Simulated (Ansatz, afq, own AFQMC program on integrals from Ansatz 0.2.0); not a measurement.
Si$_{2}$H$_{3}$, doublet → Si₂H₃, quartet

```json
{"atom": "Si", "x (Å)": "0.0000", "y (Å)": "0.0235", "z (Å)": "1.0897"}
{"atom": "Si", "x (Å)": "0.0000", "y (Å)": "-0.0769", "z (Å)": "-1.1897"}
{"atom": "H", "x (Å)": "0.0000", "y (Å)": "1.2166", "z (Å)": "1.9857"}
{"atom": "H", "x (Å)": "0.0000", "y (Å)": "-1.1800", "z (Å)": "1.9697"}
{"atom": "H", "x (Å)": "0.0000", "y (Å)": "1.4507", "z (Å)": "-1.1705"}
```

Connectivity, by distances: SiH2–SiH.

E(quartet, charge +0) − E(doublet, charge +0) at this geometry, on UHF and UHF determinants.

Basis cc-pVDZ. Noble-gas cores (and the filled d shells of Ga–Kr and In–Xe) are frozen. Ansatz 0.2.0 and our own AFQMC program on the same integrals; the CISD trial comes from CCSD amplitudes, and released means the phaseless constraint is let go. ± is one standard error of the sampling. The errors of all members are added in quadrature.

No full CI on the walks' own integrals is used here; CCSDT(Q) serves as the reference and is uncertain by about the last step of the cluster series. Each member takes its own surest rung, up to full CI.

The best estimate is CCSD(T) at the basis-set limit (CBS: def2-TZVPP and def2-QZVPP, with their diffuse functions for anions and beside diffuse sets, CCSD(T) itself extrapolated) plus the step from CCSD(T) to CCSDT(Q) in cc-pVDZ. Rows without CBS are in cc-pVDZ, the functionals in def2-TZVP; B2PLYP and the wave-function rows carry a basis error of their own. Core correlation and relativity beyond core potentials are missing, and ± holds the sampling alone.

Cautions: Si₂H₃ (doublet): the released energies are still falling, so no released level is given (meV from the phaseless value at times in 1/Eh: -1 ± 3 at 0.24, -4 ± 3 at 0.51, -6 ± 3 at 0.99, -9 ± 4 at 1.62, -15 ± 3 at 2.40), though the last usable value meets CCSDT(Q) within the noise, its ph-AFQMC/CISD value lies 16 ± 5 meV above CCSDT(Q); Si₂H₃ (quartet): another spin lies lower; core correlation is missing, and it shifts such a gap most where an s electron is promoted.

```
  level  vertical spin gap (kcal/mol)
    PBE                          52.0
   CCSD                          50.8
wB97M-V                          58.8
```

From these cheaper values, estimate the vertical spin gap at the level of the best estimate.

54.2 kcal/mol (best estimate, highest rung CCSDT(Q)).

```
        level  vertical spin gap (kcal/mol)  error against the best estimate (kcal/mol)
           HF                          35.7                                       -18.4
          MP2                          49.2                                        -5.0
      CCSD(T)                          51.7                                        -2.4
        CCSDT                          51.8                                        -2.3
     CCSDT(Q)                          51.9                                        -2.2
ph-AFQMC/CISD                    51.8 ± 0.1                                  -2.4 ± 0.1
       HF/CBS                          35.7                                       -18.5
      MP2/CBS                          52.8                                        -1.3
  CCSD(T)/CBS                          54.0                                        -0.2
       r2SCAN                          47.0                                        -7.2
         PBE0                          50.2                                        -4.0
        B3LYP                          56.0                                         1.9
       B2PLYP                          55.2                                         1.0
```

Correlation beyond CCSD(T) adds 0.2 kcal/mol. Going to the basis-set limit adds 2.2 kcal/mol at CCSD(T). The perturbative (T) step is worth +0.9 kcal/mol.

Best estimates are given only where the step beyond CCSD(T) is under 0.3 eV and no member's determinant is very poor (T1 over 0.05, or 0.07 for open shells, ⟨S²⟩ too high by 0.3, two states mixed), so the hardest cases are missing from such tables.

The functionals ran in a triple-zeta set and keep a basis error of their own, a few kJ/mol for each bond in atomization energies and more for double hybrids, so close places among them and the extrapolated levels can swap.

CCSDT and higher add their correlation energy to the determinant of the CCSD(T) run, since their own runs factorise the integrals more tightly (a shift of under 2 meV). Each member of a difference takes its own highest rung, so a best estimate needn't equal the limit plus the step of one row. A walk keeps the symmetry of its determinant, which the program's search chose and which needn't be the lowest solution, so a lower state of the same spin and another symmetry isn't excluded.
